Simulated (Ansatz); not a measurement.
Barrier from HO (SMILES [OH], doublet) + CH4 (SMILES C) to the saddle point below; all geometries are those of the HTBH38 set.
```
C
H 1 1.0845
H 1 1.0848 2 113.00
H 1 1.0848 2 113.27 3 -129.84
H 1 1.2274 2 105.27 3 116.87
O 5 1.2845 1 173.69 2 -107.17
H 6 0.9664 5 97.71 1 2.06
```
Charge 0, spin multiplicity 2.

Quantity: barrier height (electronic, no zero-point energy), in kcal/mol. Open shells are spin-unrestricted; no spin-orbit coupling. CBS(X,Y): correlation extrapolated as X^-3, Hartree-Fock from the larger set. A bracket is a step between two methods taken in the basis named. The functionals are non-relativistic, so their misses hold any scalar relativity. '+ core + X2C': CCSD(T) terms for core correlation (cc-pwCVTZ) and scalar relativity (cc-pVTZ-DK). The UHF reference of CH5O (saddle point or complex, doublet) is spin-contaminated (<S^2> up to 0.04 over the pure value in the sets run).

Published benchmark value: 6.7 kcal/mol (Zhao et al., J. Phys. Chem. A 109, 2012 (2005), HTBH38), a best estimate, not a measurement.

Problem. How far off this value is PBE/def2-TZVPD (Ansatz, a first-principles code), in which direction, and which of these levels come nearer: B3LYP/def2-TZVPD, wB97M-V/def2-TZVPD, CCSD(T)/CBS(aug-cc-pVTZ,aug-cc-pVQZ) + core + X2C?

Solution. PBE gives -5.1 kcal/mol, 11.8 kcal/mol below it. Differences of the others: B3LYP/def2-TZVPD (Ansatz) -4.3; wB97M-V/def2-TZVPD (Ansatz) -1.5; CCSD(T)/CBS(aug-cc-pVTZ,aug-cc-pVQZ) + core + X2C (Ansatz) -0.6; CCSD(T)/CBS(aug-cc-pVTZ,aug-cc-pVQZ) + [CCSDT(Q) - CCSD(T)]/aug-cc-pVDZ + core + X2C (Ansatz) -0.9 kcal/mol. Nearer than PBE: B3LYP/def2-TZVPD, wB97M-V/def2-TZVPD, CCSD(T)/CBS(aug-cc-pVTZ,aug-cc-pVQZ) + core + X2C, CCSD(T)/CBS(aug-cc-pVTZ,aug-cc-pVQZ) + [CCSDT(Q) - CCSD(T)]/aug-cc-pVDZ + core + X2C.
